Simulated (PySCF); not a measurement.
Compound: 1,4-dioxin, C₄H₄O₂.
SMILES with atom numbers: `[CH:1]1=[CH:2][O:3][CH:4]=[CH:5][O:6]1` (hydrogens: H7 on C1; H8 on C2; H9 on C4; H10 on C5)

The same species was optimised twice, with GFN2-xTB and with PBE0-D3(BJ)/def2-SVP (PySCF), and the same property calculations (PySCF, gas phase) were run on both structures.

```csv
coordinate,GFN2-xTB,PBE0-D3(BJ)/def2-SVP,change
C1–O6 (Å),1.386,1.373,-0.013
O3–C4 (Å),1.386,1.373,-0.013
C2–O3 (Å),1.387,1.373,-0.014
C5–O6 (Å),1.387,1.373,-0.014
C4=C5 (Å),1.321,1.332,+0.011
C1=C2 (Å),1.321,1.332,+0.011
C2–O3–C4 (°),111.7,112.4,+0.7
C1–O6–C5 (°),111.8,112.4,+0.6
C1–C2–O3 (°),124.1,123.8,-0.3
C4–C5–O6 (°),124.1,123.8,-0.3
O3–C4–C5 (°),124.1,123.8,-0.3
C2–C1–O6 (°),124.1,123.8,-0.3
```

Rotational constants: A = 6312, B = 5406, C = 2912 MHz (GFN2-xTB) against A = 6354, B = 5430, C = 2928 MHz (PBE0-D3(BJ)/def2-SVP). Point groups within 0.08 Å: D2h and D2h.

On the GFN2-xTB structure: lowest singlet, TDDFT (eV) 3.96 [B3LYP/def2-SVPD]; lowest triplet, Tamm–Dancoff (eV) 3.03 [B3LYP/def2-SVPD]; isotropic polarisability (au) 50.3 [B3LYP/def2-SVPD]; HOMO (eV) -5.49 [B3LYP/def2-SVPD]; LUMO (eV) -0.48 [B3LYP/def2-SVPD]; HOMO (eV) -5.58 [PBE0/pcSseg-1]; LUMO (eV) -0.15 [PBE0/pcSseg-1]; GIAO shielding of C1/C2/C4/C5 (mean) (ppm) 52.4 [PBE0/pcSseg-1]; GIAO shielding of O3/O6 (mean) (ppm) 233.4 [PBE0/pcSseg-1].

**Question.** What do these properties become on the PBE0-D3(BJ)/def2-SVP structure?

**Answer.** 
```
                                    property            level  on GFN2-xTB  on PBE0-D3(BJ)/def2-SVP  change
                  lowest singlet, TDDFT (eV)  B3LYP/def2-SVPD         3.96                     3.79   -0.17
           lowest triplet, Tamm–Dancoff (eV)  B3LYP/def2-SVPD         3.03                     2.85   -0.18
               isotropic polarisability (au)  B3LYP/def2-SVPD         50.3                     50.8    +0.5
                                   HOMO (eV)  B3LYP/def2-SVPD        -5.49                    -5.38   +0.11
                                   LUMO (eV)  B3LYP/def2-SVPD        -0.48                    -0.54   -0.06
energy, GFN2-xTB geometry as zero (kcal/mol)  B3LYP/def2-SVPD          0.0                     -0.4    -0.4
                                   HOMO (eV)    PBE0/pcSseg-1        -5.58                    -5.47   +0.11
                                   LUMO (eV)    PBE0/pcSseg-1        -0.15                    -0.22   -0.07
energy, GFN2-xTB geometry as zero (kcal/mol)    PBE0/pcSseg-1          0.0                     -0.1    -0.1
  GIAO shielding of C1/C2/C4/C5 (mean) (ppm)    PBE0/pcSseg-1         52.4                     51.4    -1.0
        GIAO shielding of O3/O6 (mean) (ppm)    PBE0/pcSseg-1        233.4                    235.3    +1.9
```

The heavy atoms differ by 0.009 Å rms after alignment. Among bonds between heavy atoms C1–O6, C2–O3, O3–C4 and C5–O6 change most and about equally (-0.014 to -0.013 Å). Changes are differences of the printed values. Neither structure is proved a minimum here.
